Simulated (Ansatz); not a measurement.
# CHS radical: how energies converge with the basis set

The task here is to estimate one member of a computed series from the others.

The runs use Ansatz 0.2.0, Gaussian basis; one geometry, several basis sets.

The runs, in order: PBE0-D4/def2-SVP; ωB97M-V/def2-SVP; PBE0-D4/def2-QZVPP; ωB97M-V/def2-QZVPP; CCSD(T)/cc-pV(D+d)Z; CCSD(T)/cc-pV(T+d)Z; CCSD(T)/cc-pV(Q+d)Z; the functionals' def2-TZVPP values are taken from earlier runs.

## The relaxed structure

The geometry comes from an earlier relaxation with PBE0-D4 in a triple-zeta def2 set; it is a stationary point.

SMILES `[CH]=S`, 3 atoms, charge 0, spin multiplicity 2.

Atoms are counted from 1 here; the program's logs count them from 0.

Bond lengths: C1–S2 1.552 Å, C1–H3 1.090 Å. Angles: S2–C1–H3 133.0°.

The first run:

Contents of in.yaml:

```yaml
crystal:
  periodic: [false, false, false]
  atoms:
    - {symbol: C, position_ang: [-0.151549, 0.343815, -0.042860]}
    - {symbol: S, position_ang: [1.141951, -0.221280, 0.601777]}
    - {symbol: H, position_ang: [-0.990402, -0.122535, -0.558918]}
basis:
  gaussian: {orbitals: def2-SVP}
magnetization: {spin_polarized: true, initial_magnetization: 1}
hamiltonian: {xc: pbe0, dispersion: d4}
output: {orbitals: {seedname: orbitals}}
```

Launch:

```console
$ ansatz run in.yaml --threads 2 --pin off --events-out ev --progress --plain --max-ram 32768MiB --backend cpu
```

Steps of the session up to this table: PBE0-D4 in def2-SVP; ωB97M-V in def2-SVP; PBE0-D4 in def2-QZVPP; ωB97M-V in def2-QZVPP.

One table of the session follows, with a row left open; its other results are not shown here.

It belongs to the step «Functionals by basis». 

| functional | basis | HOMO (eV) | LUMO (eV) |
| --- | --- | --- | --- |
| PBE0-D4 | def2-SVP | -5.80 | -2.36 |
| PBE0-D4 | def2-TZVPP | -5.95 | -2.52 |
| PBE0-D4 | def2-QZVPP | ? | ? |
| ωB97M-V | def2-SVP | -7.74 | 0.02 |
| ωB97M-V | def2-TZVPP | -7.92 | -0.25 |
| ωB97M-V | def2-QZVPP | -7.95 | -0.34 |

**Question.** Estimate the row for PBE0-D4, def2-QZVPP.

The run gave: HOMO (eV): -5.98; LUMO (eV): -2.56. In the column «HOMO (eV)» it lies between ωB97M-V, def2-SVP (-7.74) and PBE0-D4, def2-TZVPP (-5.95).
